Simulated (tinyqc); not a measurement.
RHF in the sto-6g basis, for H2O, spin multiplicity 1, step by step (part 1 of 2). Computed by tinyqc, a small Python program that keeps every step (integrals from PySCF). Settings: charge = 0, multiplicity = 1, basis = sto-6g, energy threshold = 1e-09, iteration cap = 83, orthogonalisation = symmetric, start = core, DIIS depth = 6, DIIS from iteration = 3, damping = 0.7, method = RHF. Command: `OMP_NUM_THREADS=1 python tinyqc.py 27640 27641 out.jsonl` (the two numbers bound the seeds that draw the settings). One thread of a shared host (Intel(R) Xeon(R) Processor @ 2.60GHz), about 0.1 s of CPU time with the checks. Later iterations appear only in the table of the cycle.

## One-electron integrals

Geometry (angstrom):
```
atom       x        y       z
O     0.0000   0.0000  0.0000
H     0.0000   0.8430  0.7360
H     0.0000  -0.8430  0.7360
```

Basis sto-6g: exponents (1/bohr^2) and contraction coefficients of normalised primitives:
```
element  l (shell)   exponent  coefficient
O            s (1)  1355.5842       0.0092
O            s (1)   248.5449       0.0494
O            s (1)    69.5339       0.1685
O            s (1)    23.8868       0.3706
O            s (1)     9.2759       0.4165
O            s (1)     3.8203       0.1303
O            s (2)    52.1878      -0.0133
O            s (2)    10.3293      -0.0470
O            s (2)     3.2103      -0.0338
O            s (2)     1.2351       0.2502
O            s (2)     0.5364       0.5951
O            s (2)     0.2459       0.2407
O            p (3)    52.1878       0.0038
O            p (3)    10.3293       0.0377
O            p (3)     3.2103       0.1739
O            p (3)     1.2351       0.4180
O            p (3)     0.5364       0.4259
O            p (3)     0.2459       0.1017
H            s (1)    35.5232       0.0092
H            s (1)     6.5131       0.0494
H            s (1)     1.8221       0.1685
H            s (1)     0.6260       0.3706
H            s (1)     0.2431       0.4165
H            s (1)     0.1001       0.1303
```

Overlap, kinetic and nuclear-attraction integrals over the contracted functions; the nuclear repulsion is the sum of Za Zb / Rab.

nuclear repulsion = 7.879740 hartree

overlap S, order 1O 1s, 1O 2s, 1O 2px, 1O 2py, 1O 2pz, 2H 1s, 3H 1s:
```
[[1.0000, 0.2311, 0.0000, 0.0000, 0.0000, 0.0382, 0.0382],
 [0.2311, 1.0000, 0.0000, 0.0000, 0.0000, 0.3774, 0.3774],
 [0.0000, 0.0000, 1.0000, 0.0000, 0.0000, 0.0000, 0.0000],
 [0.0000, 0.0000, 0.0000, 1.0000, 0.0000, 0.2507, -0.2507],
 [0.0000, 0.0000, 0.0000, 0.0000, 1.0000, 0.2189, 0.2189],
 [0.0382, 0.3774, 0.0000, 0.2507, 0.2189, 1.0000, 0.1954],
 [0.0382, 0.3774, 0.0000, -0.2507, 0.2189, 0.1954, 1.0000]]
```

kinetic energy T (hartree), order 1O 1s, 1O 2s, 1O 2px, 1O 2py, 1O 2pz, 2H 1s, 3H 1s:
```
[[29.3272, -0.8960, 0.0000, 0.0000, 0.0000, -0.0061, -0.0061],
 [-0.8960, 0.8426, 0.0000, 0.0000, 0.0000, 0.0633, 0.0633],
 [0.0000, 0.0000, 2.5313, 0.0000, 0.0000, 0.0000, 0.0000],
 [0.0000, 0.0000, 0.0000, 2.5313, 0.0000, 0.1315, -0.1315],
 [0.0000, 0.0000, 0.0000, 0.0000, 2.5313, 0.1148, 0.1148],
 [-0.0061, 0.0633, 0.0000, 0.1315, 0.1148, 0.7685, -0.0037],
 [-0.0061, 0.0633, 0.0000, -0.1315, 0.1148, -0.0037, 0.7685]]
```

nuclear attraction V (hartree), order 1O 1s, 1O 2s, 1O 2px, 1O 2py, 1O 2pz, 2H 1s, 3H 1s:
```
[[-62.2040, -6.3699, 0.0000, 0.0000, -0.0158, -1.2025, -1.2025],
 [-6.3699, -9.9414, 0.0000, 0.0000, -0.1833, -2.8782, -2.8782],
 [0.0000, 0.0000, -9.8834, 0.0000, 0.0000, 0.0000, 0.0000],
 [0.0000, 0.0000, 0.0000, -9.9815, 0.0000, -1.6885, 1.6885],
 [-0.0158, -0.1833, 0.0000, 0.0000, -9.9582, -1.5259, -1.5259],
 [-1.2025, -2.8782, 0.0000, -1.6885, -1.5259, -5.2635, -1.1198],
 [-1.2025, -2.8782, 0.0000, 1.6885, -1.5259, -1.1198, -5.2635]]
```

core Hamiltonian H = T + V (hartree), order 1O 1s, 1O 2s, 1O 2px, 1O 2py, 1O 2pz, 2H 1s, 3H 1s:
```
[[-32.8769, -7.2659, 0.0000, 0.0000, -0.0158, -1.2086, -1.2086],
 [-7.2659, -9.0988, 0.0000, 0.0000, -0.1833, -2.8149, -2.8149],
 [0.0000, 0.0000, -7.3521, 0.0000, 0.0000, 0.0000, 0.0000],
 [0.0000, 0.0000, 0.0000, -7.4502, 0.0000, -1.5569, 1.5569],
 [-0.0158, -0.1833, 0.0000, 0.0000, -7.4269, -1.4111, -1.4111],
 [-1.2086, -2.8149, 0.0000, -1.5569, -1.4111, -4.4950, -1.1234],
 [-1.2086, -2.8149, 0.0000, 1.5569, -1.4111, -1.1234, -4.4950]]
```

## Two-electron integrals

Functions are numbered as in S; the eight-fold symmetry (ij|kl) = (ji|kl) = (kl|ij) leaves the list below.

Two-electron integrals (ij|kl) in chemists' order, unique and non-zero (hartree):
```
(11|11) 4.7875      (21|11) 0.6759      (21|21) 0.1215      (22|11) 1.1174
(22|21) 0.2492      (22|22) 0.8174      (31|31) 0.0258      (32|31) 0.0391
(32|32) 0.1807      (33|11) 1.1174      (33|21) 0.2492      (33|22) 0.8174
(33|33) 0.8807      (41|41) 0.0258      (42|41) 0.0391      (42|42) 0.1807
(43|43) 0.0475      (44|11) 1.1174      (44|21) 0.2492      (44|22) 0.8174
(44|33) 0.7857      (44|44) 0.8807      (51|51) 0.0258      (52|51) 0.0391
(52|52) 0.1807      (53|53) 0.0475      (54|54) 0.0475      (55|11) 1.1174
(55|21) 0.2492      (55|22) 0.8174      (55|33) 0.7857      (55|44) 0.7857
(55|55) 0.8807      (61|11) 0.1189      (61|21) 0.0205      (61|22) 0.0411
(61|33) 0.0411      (61|41) 0.0008      (61|42) 0.0015      (61|44) 0.0412
(61|51) 0.0007      (61|52) 0.0013      (61|54) 1.30e-04    (61|55) 0.0412
(61|61) 0.0035      (62|11) 0.3032      (62|21) 0.0686      (62|22) 0.2511
(62|33) 0.2468      (62|41) 0.0042      (62|42) 0.0313      (62|44) 0.2541
(62|51) 0.0036      (62|52) 0.0273      (62|54) 0.0063      (62|55) 0.2523
(62|61) 0.0117      (62|62) 0.0981      (63|31) 0.0074      (63|32) 0.0425
(63|43) 0.0064      (63|53) 0.0056      (63|63) 0.0135      (64|11) 0.1701
(64|21) 0.0390      (64|22) 0.1522      (64|33) 0.1455      (64|41) 0.0095
(64|42) 0.0602      (64|44) 0.1625      (64|51) 0.0018      (64|52) 0.0154
(64|54) 0.0093      (64|55) 0.1487      (64|61) 0.0069      (64|62) 0.0723
(64|64) 0.0661      (65|11) 0.1485      (65|21) 0.0341      (65|22) 0.1329
(65|33) 0.1270      (65|41) 0.0018      (65|42) 0.0154      (65|44) 0.1307
(65|51) 0.0090      (65|52) 0.0560      (65|54) 0.0096      (65|55) 0.1410
(65|61) 0.0060      (65|62) 0.0631      (65|64) 0.0459      (65|65) 0.0536
(66|11) 0.4635      (66|21) 0.1069      (66|22) 0.4485      (66|33) 0.4311
(66|41) 0.0080      (66|42) 0.0833      (66|44) 0.4607      (66|51) 0.0070
(66|52) 0.0728      (66|54) 0.0258      (66|55) 0.4537      (66|61) 0.0183
(66|62) 0.2277      (66|64) 0.1913      (66|65) 0.1670      (66|66) 0.7750
(71|11) 0.1189      (71|21) 0.0205      (71|22) 0.0411      (71|33) 0.0411
(71|41) -0.0008     (71|42) -0.0015     (71|44) 0.0412      (71|51) 0.0007
(71|52) 0.0013      (71|54) -1.30e-04   (71|55) 0.0412      (71|61) 0.0035
(71|62) 0.0113      (71|64) 0.0061      (71|65) 0.0059      (71|66) 0.0176
(71|71) 0.0035      (72|11) 0.3032      (72|21) 0.0686      (72|22) 0.2511
(72|33) 0.2468      (72|41) -0.0042     (72|42) -0.0313     (72|44) 0.2541
(72|51) 0.0036      (72|52) 0.0273      (72|54) -0.0063     (72|55) 0.2523
(72|61) 0.0113      (72|62) 0.0793      (72|64) 0.0405      (72|65) 0.0497
(72|66) 0.1498      (72|71) 0.0117      (72|72) 0.0981      (73|31) 0.0074
(73|32) 0.0425      (73|43) -0.0064     (73|53) 0.0056      (73|63) 0.0105
(73|73) 0.0135      (74|11) -0.1701     (74|21) -0.0390     (74|22) -0.1522
(74|33) -0.1455     (74|41) 0.0095      (74|42) 0.0602      (74|44) -0.1625
(74|51) -0.0018     (74|52) -0.0154     (74|54) 0.0093      (74|55) -0.1487
(74|61) -0.0061     (74|62) -0.0405     (74|64) -0.0106     (74|65) -0.0248
(74|66) -0.0691     (74|71) -0.0069     (74|72) -0.0723     (74|74) 0.0661
(75|11) 0.1485      (75|21) 0.0341      (75|22) 0.1329      (75|33) 0.1270
(75|41) -0.0018     (75|42) -0.0154     (75|44) 0.1307      (75|51) 0.0090
(75|52) 0.0560      (75|54) -0.0096     (75|55) 0.1410      (75|61) 0.0059
(75|62) 0.0497      (75|64) 0.0248      (75|65) 0.0411      (75|66) 0.1024
(75|71) 0.0060      (75|72) 0.0631      (75|74) -0.0459     (75|75) 0.0536
(76|11) 0.1101      (76|21) 0.0252      (76|22) 0.1008      (76|33) 0.0983
(76|44) 0.1000      (76|51) 0.0020      (76|52) 0.0186      (76|55) 0.1040
(76|61) 0.0042      (76|62) 0.0400      (76|64) 0.0255      (76|65) 0.0289
(76|66) 0.0991      (76|71) 0.0042      (76|72) 0.0400      (76|74) -0.0255
(76|75) 0.0289      (76|76) 0.0207      (77|11) 0.4635      (77|21) 0.1069
(77|22) 0.4485      (77|33) 0.4311      (77|41) -0.0080     (77|42) -0.0833
(77|44) 0.4607      (77|51) 0.0070      (77|52) 0.0728      (77|54) -0.0258
(77|55) 0.4537      (77|61) 0.0176      (77|62) 0.1498      (77|64) 0.0691
(77|65) 0.1024      (77|66) 0.3106      (77|71) 0.0183      (77|72) 0.2277
(77|74) -0.1913     (77|75) 0.1670      (77|76) 0.0991      (77|77) 0.7750
```

## Orthogonalisation

S = U s U^T; symmetric (Loewdin) form X = U s^(-1/2) U^T, so that X^T S X = 1.

eigenvalues of S: [0.4460, 0.5346, 0.8833, 1.0000, 1.1039, 1.2701, 1.7621]

X, order 1O 1s, 1O 2s, 1O 2px, 1O 2py, 1O 2pz, 2H 1s, 3H 1s:
```
[[1.0223, -0.1320, 0.0000, 0.0000, -0.0070, 0.0168, 0.0168],
 [-0.1320, 1.1478, 0.0000, 0.0000, 0.0721, -0.2133, -0.2133],
 [0.0000, 0.0000, 1.0000, 0.0000, 0.0000, 0.0000, 0.0000],
 [0.0000, 0.0000, 0.0000, 1.0637, 0.0000, -0.1637, 0.1637],
 [-0.0070, 0.0721, 0.0000, 0.0000, 1.0409, -0.1216, -0.1216],
 [0.0168, -0.2133, 0.0000, -0.1637, -0.1216, 1.1234, -0.0679],
 [0.0168, -0.2133, 0.0000, 0.1637, -0.1216, -0.0679, 1.1234]]
```

## Starting guess

The start is the orbitals of the core Hamiltonian; D = 2 C_occ C_occ^T.

D at the start, order 1O 1s, 1O 2s, 1O 2px, 1O 2py, 1O 2pz, 2H 1s, 3H 1s:
```
[[2.1230, -0.5537, 0.0000, 0.0000, -0.0389, 0.0673, 0.0673],
 [-0.5537, 2.4827, 0.0000, 0.0000, 0.2316, -0.2912, -0.2912],
 [0.0000, 0.0000, 2.0000, 0.0000, 0.0000, 0.0000, 0.0000],
 [0.0000, 0.0000, 0.0000, 2.2201, 0.0000, -0.2735, 0.2735],
 [-0.0389, 0.2316, 0.0000, 0.0000, 2.1421, -0.2057, -0.2057],
 [0.0673, -0.2912, 0.0000, -0.2735, -0.2057, 0.0829, 0.0155],
 [0.0673, -0.2912, 0.0000, 0.2735, -0.2057, 0.0155, 0.0829]]
```

## Iteration 1: building the Fock matrix

J_ij = sum D_kl (ij|kl), K_ij = sum D_kl (ik|jl); F = H + J - 0.5 K; E = tr D H + tr D J / 2 - 0.25 tr D K + E_nn.

Coulomb J (hartree), order 1O 1s, 1O 2s, 1O 2px, 1O 2py, 1O 2pz, 2H 1s, 3H 1s:
```
[[18.7493, 3.3779, 0.0000, 0.0000, 0.0040, 0.5728, 0.5728],
 [3.3779, 8.8460, 0.0000, 0.0000, -0.0012, 2.6258, 2.6258],
 [0.0000, 0.0000, 8.8487, 0.0000, 0.0000, 0.0000, 0.0000],
 [0.0000, 0.0000, 0.0000, 8.8445, 0.0000, 1.5605, -1.5605],
 [0.0040, -0.0012, 0.0000, 0.0000, 8.8447, 1.3605, 1.3605],
 [0.5728, 2.6258, 0.0000, 1.5605, 1.3605, 4.4938, 1.0258],
 [0.5728, 2.6258, 0.0000, -1.5605, 1.3605, 1.0258, 4.4938]]
```

exchange K (hartree), order 1O 1s, 1O 2s, 1O 2px, 1O 2py, 1O 2pz, 2H 1s, 3H 1s:
```
[[9.8885, 1.5935, 0.0000, 0.0000, 0.0013, 0.2910, 0.2910],
 [1.5935, 2.8486, 0.0000, 0.0000, 0.0049, 0.7307, 0.7307],
 [0.0000, 0.0000, 2.3717, 0.0000, 0.0000, 0.0000, 0.0000],
 [0.0000, 0.0000, 0.0000, 2.3693, 0.0000, 0.3261, -0.3261],
 [0.0013, 0.0049, 0.0000, 0.0000, 2.3675, 0.2830, 0.2830],
 [0.2910, 0.7307, 0.0000, 0.3261, 0.2830, 0.3002, 0.1835],
 [0.2910, 0.7307, 0.0000, -0.3261, 0.2830, 0.1835, 0.3002]]
```

Fock matrix F (hartree), order 1O 1s, 1O 2s, 1O 2px, 1O 2py, 1O 2pz, 2H 1s, 3H 1s:
```
[[-19.0718, -4.6847, 0.0000, 0.0000, -0.0125, -0.7813, -0.7813],
 [-4.6847, -1.6771, 0.0000, 0.0000, -0.1869, -0.5544, -0.5544],
 [0.0000, 0.0000, 0.3108, 0.0000, 0.0000, 0.0000, 0.0000],
 [0.0000, 0.0000, 0.0000, 0.2097, 0.0000, -0.1595, 0.1595],
 [-0.0125, -0.1869, 0.0000, 0.0000, 0.2341, -0.1921, -0.1921],
 [-0.7813, -0.5544, 0.0000, -0.1595, -0.1921, -0.1513, -0.1894],
 [-0.7813, -0.5544, 0.0000, 0.1595, -0.1921, -0.1894, -0.1513]]
```

total energy of this density = -74.003269 hartree

This density is the starting one.

## Iteration 1: diagonalisation and new density

Diagonalise F' = X^T F X, C = X C', fill 5 alpha and 5 beta electrons from the bottom; D = 2 C_occ C_occ^T; the new density keeps 0.7 of the old one (damping). Each column has its largest component positive (the first on a tie).

F' = X^T F X (hartree):
```
[[-18.7454, -2.4565, 0.0000, 0.0000, -0.0170, -0.1114, -0.1114],
 [-2.4565, -0.7162, 0.0000, 0.0000, -0.0638, -0.2983, -0.2983],
 [0.0000, 0.0000, 0.3108, 0.0000, 0.0000, 0.0000, 0.0000],
 [0.0000, 0.0000, 0.0000, 0.3504, 0.0000, -0.2546, 0.2546],
 [-0.0170, -0.0638, 0.0000, 0.0000, 0.3248, -0.2063, -0.2063],
 [-0.1114, -0.2983, 0.0000, -0.2546, -0.2063, 0.1220, -0.0677],
 [-0.1114, -0.2983, 0.0000, 0.2546, -0.2063, -0.0677, 0.1220]]
```

orbital energies (hartree): [-19.0765, -0.6632, -0.0989, 0.1095, 0.3108, 0.5477, 0.6390]

coefficients C, order 1O 1s, 1O 2s, 1O 2px, 1O 2py, 1O 2pz, 2H 1s, 3H 1s:
```
[[0.9959, -0.2130, 0.0000, -0.1443, 0.0000, -0.0715, 0.0000],
 [0.0185, 0.7983, 0.0000, 0.7440, 0.0000, 0.4897, 0.0000],
 [0.0000, 0.0000, 0.0000, 0.0000, 1.0000, 0.0000, 0.0000],
 [0.0000, 0.0000, 0.4845, 0.0000, 0.0000, 0.0000, 0.9749],
 [0.0023, 0.1842, 0.0000, -0.5117, 0.0000, 0.9070, 0.0000],
 [-0.0035, 0.1999, 0.5549, -0.4651, 0.0000, -0.6011, -0.6546],
 [-0.0035, 0.1999, -0.5549, -0.4651, 0.0000, -0.6011, 0.6546]]
```

D after iteration 1, order 1O 1s, 1O 2s, 1O 2px, 1O 2py, 1O 2pz, 2H 1s, 3H 1s:
```
[[2.1209, -0.5430, 0.0000, 0.0000, -0.0051, 0.0597, 0.0597],
 [-0.5430, 2.4526, 0.0000, 0.0000, 0.0220, -0.3158, -0.3158],
 [0.0000, 0.0000, 2.0000, 0.0000, 0.0000, 0.0000, 0.0000],
 [0.0000, 0.0000, 0.0000, 1.6949, 0.0000, -0.0301, 0.0301],
 [-0.0051, 0.0220, 0.0000, 0.0000, 1.6769, 0.0209, 0.0209],
 [0.0597, -0.3158, 0.0000, -0.0301, 0.0209, 0.3966, -0.0202],
 [0.0597, -0.3158, 0.0000, 0.0301, 0.0209, -0.0202, 0.3966]]
```

## Iteration 2: building the Fock matrix

As before.

Coulomb J (hartree), order 1O 1s, 1O 2s, 1O 2px, 1O 2py, 1O 2pz, 2H 1s, 3H 1s:
```
[[18.1630, 3.2515, 0.0000, 0.0000, 0.0030, 0.5519, 0.5519],
 [3.2515, 8.5318, 0.0000, 0.0000, 0.0331, 2.5696, 2.5696],
 [0.0000, 0.0000, 8.5437, 0.0000, 0.0000, 0.0000, 0.0000],
 [0.0000, 0.0000, 0.0000, 8.5272, 0.0000, 1.5391, -1.5391],
 [0.0030, 0.0331, 0.0000, 0.0000, 8.5245, 1.3539, 1.3539],
 [0.5519, 2.5696, 0.0000, 1.5391, 1.3539, 4.5618, 1.0223],
 [0.5519, 2.5696, 0.0000, -1.5391, 1.3539, 1.0223, 4.5618]]
```

exchange K (hartree), order 1O 1s, 1O 2s, 1O 2px, 1O 2py, 1O 2pz, 2H 1s, 3H 1s:
```
[[9.8613, 1.5602, 0.0000, 0.0000, 0.0025, 0.2851, 0.2851],
 [1.5602, 2.7346, 0.0000, 0.0000, -0.0166, 0.7667, 0.7667],
 [0.0000, 0.0000, 2.3346, 0.0000, 0.0000, 0.0000, 0.0000],
 [0.0000, 0.0000, 0.0000, 2.0827, 0.0000, 0.3987, -0.3987],
 [0.0025, -0.0166, 0.0000, 0.0000, 2.0903, 0.3597, 0.3597],
 [0.2851, 0.7667, 0.0000, 0.3987, 0.3597, 0.6103, 0.2264],
 [0.2851, 0.7667, 0.0000, -0.3987, 0.3597, 0.2264, 0.6103]]
```

Fock matrix F (hartree), order 1O 1s, 1O 2s, 1O 2px, 1O 2py, 1O 2pz, 2H 1s, 3H 1s:
```
[[-19.6445, -4.7945, 0.0000, 0.0000, -0.0140, -0.7993, -0.7993],
 [-4.7945, -1.9343, 0.0000, 0.0000, -0.1419, -0.6286, -0.6286],
 [0.0000, 0.0000, 0.0243, 0.0000, 0.0000, 0.0000, 0.0000],
 [0.0000, 0.0000, 0.0000, 0.0357, 0.0000, -0.2172, 0.2172],
 [-0.0140, -0.1419, 0.0000, 0.0000, 0.0524, -0.2370, -0.2370],
 [-0.7993, -0.6286, 0.0000, -0.2172, -0.2370, -0.2384, -0.2144],
 [-0.7993, -0.6286, 0.0000, 0.2172, -0.2370, -0.2144, -0.2384]]
```

total energy of this density = -74.475696 hartree

This density is a damped mixture and is not idempotent.

## Iteration 2: diagonalisation and new density

As before.

F' = X^T F X (hartree):
```
[[-19.3193, -2.4704, 0.0000, 0.0000, -0.0245, -0.1135, -0.1135],
 [-2.4704, -0.9619, 0.0000, 0.0000, -0.0058, -0.3193, -0.3193],
 [0.0000, 0.0000, 0.0243, 0.0000, 0.0000, 0.0000, 0.0000],
 [0.0000, 0.0000, 0.0000, 0.1904, 0.0000, -0.2884, 0.2884],
 [-0.0245, -0.0058, 0.0000, 0.0000, 0.1555, -0.2357, -0.2357],
 [-0.1135, -0.3193, 0.0000, -0.2884, -0.2357, 0.0663, -0.0711],
 [-0.1135, -0.3193, 0.0000, 0.2884, -0.2357, -0.0711, 0.0663]]
```

orbital energies (hartree): [-19.6484, -0.8743, -0.2449, -0.0973, 0.0243, 0.4895, 0.5726]

coefficients C, order 1O 1s, 1O 2s, 1O 2px, 1O 2py, 1O 2pz, 2H 1s, 3H 1s:
```
[[0.9963, -0.2236, 0.0000, 0.1166, 0.0000, -0.0829, 0.0000],
 [0.0167, 0.8615, 0.0000, -0.6175, 0.0000, 0.5542, 0.0000],
 [0.0000, 0.0000, 0.0000, 0.0000, 1.0000, 0.0000, 0.0000],
 [0.0000, 0.0000, 0.5584, 0.0000, 0.0000, 0.0000, 0.9345],
 [0.0021, 0.1439, 0.0000, 0.6187, 0.0000, 0.8455, 0.0000],
 [-0.0032, 0.1564, 0.5027, 0.4141, 0.0000, -0.6494, -0.6955],
 [-0.0032, 0.1564, -0.5027, 0.4141, 0.0000, -0.6494, 0.6955]]
```

D after iteration 2, order 1O 1s, 1O 2s, 1O 2px, 1O 2py, 1O 2pz, 2H 1s, 3H 1s:
```
[[2.1184, -0.5289, 0.0000, 0.0000, 0.0217, 0.0479, 0.0479],
 [-0.5289, 2.3911, 0.0000, 0.0000, -0.1395, -0.2937, -0.2937],
 [0.0000, 0.0000, 2.0000, 0.0000, 0.0000, 0.0000, 0.0000],
 [0.0000, 0.0000, 0.0000, 1.3735, 0.0000, 0.1473, -0.1473],
 [0.0217, -0.1395, 0.0000, 0.0000, 1.4159, 0.1818, 0.1818],
 [0.0479, -0.2937, 0.0000, 0.1473, 0.1818, 0.5468, -0.0482],
 [0.0479, -0.2937, 0.0000, -0.1473, 0.1818, -0.0482, 0.5468]]
```

## Iteration 59 (converged): orbitals

converged F (hartree), order 1O 1s, 1O 2s, 1O 2px, 1O 2py, 1O 2pz, 2H 1s, 3H 1s:
```
[[-20.5311, -4.9656, 0.0000, 0.0000, -0.0244, -0.8279, -0.8279],
 [-4.9656, -2.3088, 0.0000, 0.0000, -0.0734, -0.7715, -0.7715],
 [0.0000, 0.0000, -0.3972, 0.0000, 0.0000, 0.0000, 0.0000],
 [0.0000, 0.0000, 0.0000, -0.2338, 0.0000, -0.3406, 0.3406],
 [-0.0244, -0.0734, 0.0000, 0.0000, -0.2749, -0.3366, -0.3366],
 [-0.8279, -0.7715, 0.0000, -0.3406, -0.3366, -0.4077, -0.2623],
 [-0.8279, -0.7715, 0.0000, 0.3406, -0.3366, -0.2623, -0.4077]]
```

Diagonalise F' = X^T F X, C = X C', fill 5 alpha and 5 beta electrons from the bottom; D = 2 C_occ C_occ^T. Each column has its largest component positive (the first on a tie).

F' = X^T F X (hartree):
```
[[-20.2068, -2.4996, 0.0000, 0.0000, -0.0460, -0.1121, -0.1121],
 [-2.4996, -1.2860, 0.0000, 0.0000, 0.1024, -0.3874, -0.3874],
 [0.0000, 0.0000, -0.3972, 0.0000, 0.0000, 0.0000, 0.0000],
 [0.0000, 0.0000, 0.0000, -0.0350, 0.0000, -0.3808, 0.3808],
 [-0.0460, 0.1024, 0.0000, 0.0000, -0.1417, -0.3073, -0.3073],
 [-0.1121, -0.3874, 0.0000, -0.3808, -0.3073, -0.0284, -0.0752],
 [-0.1121, -0.3874, 0.0000, 0.3808, -0.3073, -0.0752, -0.0284]]
```

orbital energies (hartree): [-20.5341, -1.2165, -0.5342, -0.4527, -0.3972, 0.4651, 0.5459]

coefficients C, order 1O 1s, 1O 2s, 1O 2px, 1O 2py, 1O 2pz, 2H 1s, 3H 1s:
```
[[0.9969, -0.2282, 0.0000, 0.0875, 0.0000, -0.0979, 0.0000],
 [0.0141, 0.8948, 0.0000, -0.4788, 0.0000, 0.6331, 0.0000],
 [0.0000, 0.0000, 0.0000, 0.0000, 1.0000, 0.0000, 0.0000],
 [0.0000, 0.0000, 0.6227, 0.0000, 0.0000, 0.0000, 0.8930],
 [0.0024, 0.0843, 0.0000, 0.7270, 0.0000, 0.7633, 0.0000],
 [-0.0027, 0.1366, 0.4526, 0.3415, 0.0000, -0.6945, -0.7291],
 [-0.0027, 0.1366, -0.4526, 0.3415, 0.0000, -0.6945, 0.7291]]
```

D after iteration 59, order 1O 1s, 1O 2s, 1O 2px, 1O 2py, 1O 2pz, 2H 1s, 3H 1s:
```
[[2.1070, -0.4641, 0.0000, 0.0000, 0.0934, -0.0080, -0.0080],
 [-0.4641, 2.0603, 0.0000, 0.0000, -0.5454, -0.0825, -0.0825],
 [0.0000, 0.0000, 2.0000, 0.0000, 0.0000, 0.0000, 0.0000],
 [0.0000, 0.0000, 0.0000, 0.7755, 0.0000, 0.5636, -0.5636],
 [0.0934, -0.5454, 0.0000, 0.0000, 1.0714, 0.5195, 0.5195],
 [-0.0080, -0.0825, 0.0000, 0.5636, 0.5195, 0.6802, -0.1391],
 [-0.0080, -0.0825, 0.0000, -0.5636, 0.5195, -0.1391, 0.6802]]
```
